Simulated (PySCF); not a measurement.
# Level sweep

Species: ethenimine, C2H3N.
Numbering: `[CH2:1]=[C:2]=[NH:3]` (hydrogens: H4, H5 on C1; H6 on N3)

PySCF, dipoles from the SCF density, polarisabilities from static response with core orbitals frozen. Geometry: PBE0-D3(BJ)/def2-SVP; no solvent, vibrations or thermal averaging.

Reference dipole: 1.438 D (measured, gas; NIST CCCBDB Release 22 (SRD 101), experimental dipoles). The anisotropy is √(½[(α1 − α2)² + (α2 − α3)² + (α3 − α1)²]).

```tsv
level	μ (D)	error (%)	α (au)	anisotropy (au)
LDA/def2-SVPD	1.436	-0.1	35.26	29.71
PBE/def2-SVPD	1.391	-3.2	34.92	29.67
B3LYP/def2-SVPD	1.459	+1.5	34.59	29.58
PBE0/def2-SVPD	1.463	+1.7	34.15	29.15
BHandHLYP/def2-SVPD	1.538	+7.0	33.89	29.28
CAM-B3LYP/def2-SVPD	1.506	+4.7	34.33	29.48
wB97X-D/def2-SVPD	1.494	+3.9	34.50	29.06
LC-wPBE/def2-SVPD	1.521	+5.7	33.66	29.11
HF/def2-SVPD	1.634	+13.6	33.60	29.33
PBE0/6-31G*	1.635	+13.7	25.96	33.28
PBE0/def2-SVP	1.531	+6.5	27.17	32.11
PBE0/6-31+G*	1.690	+17.5	31.33	33.97
PBE0/aug-cc-pVDZ	1.466	+2.0	35.37	29.86
PBE0/def2-TZVP	1.505	+4.7	32.04	31.63
PBE0/def2-TZVPD	1.456	+1.2	35.32	29.14
PBE0/aug-cc-pVTZ	1.456	+1.2	35.66	29.30
```

For the dipole, the smallest error is 0.1% (LDA/def2-SVPD) and the largest 17.5% (PBE0/6-31+G*). The dipole runs from 1.39 D (PBE/def2-SVPD) to 1.69 D (PBE0/6-31+G*). No reference polarisability is at hand; against PBE0 in the largest diffuse basis at hand (aug-cc-pVTZ) the other PBE0 rows deviate by 6-31G* -27%, def2-SVP -24%, 6-31+G* -12%, def2-SVPD -4%, aug-cc-pVDZ -1%, def2-TZVP -10%, def2-TZVPD -1%. In one basis (def2-SVPD) the functionals order the polarisability from HF (lowest) to LDA (highest), a spread of 5%. With PBE0 the polarisability is 28.39 au without diffuse functions (mean of 6-31G*, def2-SVP and def2-TZVP) and 34.37 au with them (mean of 6-31+G*, def2-SVPD, aug-cc-pVDZ, def2-TZVPD and aug-cc-pVTZ). Measured values can belong to vibrating molecules; the computed ones are for one fixed geometry.
